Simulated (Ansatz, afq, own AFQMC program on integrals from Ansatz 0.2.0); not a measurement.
# BH3Br, doublet in cc-pVTZ, levels against AFQMC with the constraint released

```
atom    x (Å)   y (Å)    z (Å)
  Br  -0.4292  0.0000   0.0000
   H   1.1858  0.0000   0.0000
   B   2.5008  0.0000   0.0000
   H   3.0098  0.0000   1.0770
   H   3.0098  0.0000  -1.0770
```

Connectivity, by distances: Br ··· BH2, 1 bridging H.

Basis cc-pVTZ. Noble-gas cores (and the filled d shells of Ga–Kr and In–Xe) are frozen. Ansatz 0.2.0 and our own AFQMC program on the same integrals; the CISD trial comes from CCSD amplitudes, and released means the phaseless constraint is let go. Error bars are statistical, one sigma. No spin–orbit coupling.

Determinant: UHF, the one that the program's search chose, which needn't be the lowest solution. The geometry is a point of a scan.

No full CI on the walks' own integrals is used here. The released AFQMC energy serves as the reference, which it does only where one determinant dominates, the energy is flat over the last release times and near the phaseless one (40 meV or 2 meV an electron, half that with transition metals). On small molecules, where full CI could be run and the noise was under 10 meV, such values lay within 10 meV of it in 19 cases of 20, a flattering rate, since the rule was set on those same cases; what remains of the bias isn't in the error bar.

Cautions: no relativity below Rb; no spin-orbit coupling; inner d shell frozen; the released value is read at 2.40 1/Eh (meV from the phaseless value at times in 1/Eh: 1 ± 6 at 0.24, -8 ± 6 at 0.51, -8 ± 6 at 0.99, -2 ± 6 at 1.62, 0 ± 8 at 2.40).

```
T1 diagnostic                               : 0.0124
weight of the determinant in the CISD state : 0.874
⟨S²⟩ of the determinant                     : 0.775
size of the correlated space                : 13 electrons in 100 orbitals
```

| level | correlation energy (eV) |
| --- | --- |
| MP2 | -7.2909 |
| CCSD | -8.3156 |
| CCSD(T) | -8.5848 |

(1) Estimate where AFQMC with the constraint released lies against CCSD(T) on the same integrals.

(1) 1.12 ± 0.29 mEh below CCSD(T).

Reference: AFQMC with the constraint released, correlation energy -8.615 ± 0.008 eV.

```
        level  E − E(reference) (mEh)  share of correlation (%)
      CCSD(T)             1.12 ± 0.29                     99.65
ph-AFQMC/CISD            -0.02 ± 0.35                    100.01
```

A walk keeps the symmetry of its determinant, which the program's search chose and which needn't be the lowest solution, so a lower state of the same spin and another symmetry isn't excluded. Released energies are given only where the last usable release times agree within the noise; a slower fall can still hide under it.
